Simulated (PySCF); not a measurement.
# Other spins and charges of HOC, doublet at one geometry

Geometry (PBE0/def2-TZVP stationary point for this spin, not checked as a minimum):

```xyz
3

O     0.0000   -0.1013    0.5002
C     0.0000    0.0736   -0.7526
H     0.0000    0.7302    1.0271
```

Basis 6-31G; PySCF 2.14.0. Only valence electrons are correlated (noble-gas cores frozen). Prefix R: restricted or restricted open-shell reference; prefix U: unrestricted.

Gaps are energies of the second state less the first, at fixed atoms, for a selection of the levels run; mean-field and cluster levels share one orbital occupation for each state, and full CI takes the lowest of the symmetries tried.

Question: PBE gives 8.545 eV for removing an electron, to the singlet. Estimate what RCCSDT gives in 6-31G.

Answer: RCCSDT in 6-31G gives 7.881 eV, so against it PBE is off by 0.664 eV, of which a good part can be the reference's own basis and frozen-core error.

```csv
level,gap (eV),error (meV)
RHF,8.465,584
RMP2,7.898,17
RCCSD,7.995,114
RCCSD(T),7.882,1
r2SCAN,8.760,879
PBE0,8.777,896
B3LYP,8.765,884
wB97M-V,8.445,564
B2PLYP,8.397,516
```

Removing an electron, to the triplet: 11.112 eV at RCCSDT.

| level | gap (eV) | error (meV) |
| --- | --- | --- |
| RHF | 10.903 | -209 |
| UHF | 10.782 | -330 |
| RMP2 | 11.114 | 2 |
| UMP2 | 11.074 | -38 |
| RCCSD | 11.150 | 38 |
| UCCSD(T) | 11.131 | 19 |
| UCCSDT | 11.112 | 0 |
| PBE | 11.875 | 763 |
| B3LYP | 12.141 | 1029 |
| wB97M-V | 12.146 | 1034 |

Quartet less doublet: 3.289 eV at RCCSDT.

```json
{"level": "RHF", "gap (eV)": "2.357", "error (meV)": "-932"}
{"level": "UHF", "gap (eV)": "2.327", "error (meV)": "-962"}
{"level": "RMP2", "gap (eV)": "3.123", "error (meV)": "-166"}
{"level": "UMP2", "gap (eV)": "3.120", "error (meV)": "-169"}
{"level": "RCCSD", "gap (eV)": "3.209", "error (meV)": "-80"}
{"level": "UCCSD", "gap (eV)": "3.208", "error (meV)": "-81"}
{"level": "RCCSD(T)", "gap (eV)": "3.283", "error (meV)": "-6"}
{"level": "UCCSD(T)", "gap (eV)": "3.282", "error (meV)": "-7"}
{"level": "UCCSDT", "gap (eV)": "3.288", "error (meV)": "-1"}
{"level": "PBE", "gap (eV)": "3.742", "error (meV)": "453"}
{"level": "r2SCAN", "gap (eV)": "3.340", "error (meV)": "51"}
{"level": "PBE0", "gap (eV)": "3.526", "error (meV)": "237"}
{"level": "B3LYP", "gap (eV)": "3.856", "error (meV)": "567"}
{"level": "wB97M-V", "gap (eV)": "3.969", "error (meV)": "680"}
{"level": "B2PLYP", "gap (eV)": "3.695", "error (meV)": "406"}
```

In so small a basis the reference is far from its limit while semilocal and hybrid functionals are nearer theirs (RPA and double hybrids share part of the reference's basis error), so the functionals' errors here hold much of the reference's basis and frozen-core error, which can add to them or hide them. The set has no polarisation functions, which weighs most on the reference.

Full CI isn't at hand for all of this; RCCSDT serves as the reference. It lacks quadruple excitations, which often exceed the step from CCSD(T) to CCSDT. The frozen core follows each run's orbitals, which can shift R against U totals by a few meV.
